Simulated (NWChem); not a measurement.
System: diphosphorus (P$_{2}$); SMILES P#P

Program: NWChem. Coordinates come from a B3LYP/6-31G* (spherical d) optimisation. Vertical excitations in the gas phase; the lowest state need not have the same character in each row.

```
level                              lowest excitation, singlet (eV)  oscillator strength of that lowest state  orbital gap (eV)
---------------------------------  -------------------------------  ----------------------------------------  ----------------
PBE/aug-cc-pVDZ, full TDDFT                                    [?]                                     0.000               [?]
B3LYP/aug-cc-pVDZ, full TDDFT                                 3.52                                     0.000              5.05
CAM-B3LYP/aug-cc-pVDZ, full TDDFT                             3.31                                     0.000              7.69
PBE0/aug-cc-pVDZ, full TDDFT                                  3.54                                     0.000              5.46
```

Question: Complete the blanks.

Answer: 
- PBE/aug-cc-pVDZ, full TDDFT, lowest excitation, singlet (eV): 3.71
- PBE/aug-cc-pVDZ, full TDDFT, orbital gap (eV): 3.71
